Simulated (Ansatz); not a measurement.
**A ladder of methods for SiHF (SMILES F[SiH])**

The species is SiHF (3 atoms), meant as a singlet with charge 0. As SMILES, `F[SiH]`. The shape is that of a PBE0-D4/def2-TZVP optimisation.

```xyz
3

F    -1.0902    0.0244   -0.6023
Si    0.1868    0.6294    0.1738
H     0.8924   -0.7186    0.4153
```

Each level gives the electronic atomisation energy (eV). The values are calculated. Electronic energies at fixed atoms, without zero-point motion or spin-orbit coupling.

| level | kind | program | value (eV) | less FCI/STO-3G |
| --- | --- | --- | --- | --- |
| HF/STO-3G | Hartree–Fock | Ansatz | 6.78 | -1.69 |
| r2SCAN0/STO-3G | hybrid meta-GGA | Ansatz | 9.92 | +1.45 |
| CAM-B3LYP/STO-3G | range-separated hybrid | Ansatz | 10.46 | +1.99 |
| HSE06/STO-3G | range-separated hybrid | Ansatz | 10.24 | +1.77 |
| CCSD/STO-3G | coupled cluster or CI | Ansatz | 8.31 | -0.16 |
| CCSDT/STO-3G | coupled cluster or CI | Ansatz | 8.46 | -0.01 |
| CCSDTQ/STO-3G | coupled cluster or CI | Ansatz | 8.47 | 0.00 |
| FCI/STO-3G | exact in the basis | Ansatz | 8.47 | 0.00 |

FCI/STO-3G is exact within its basis and frozen core, so for wave-function methods in that basis the difference is their error; functionals converge differently with the basis, so for them it is only a difference. The values span 6.78 to 10.46 eV. All rows use very small basis sets, so none should be taken for the real molecule's value.
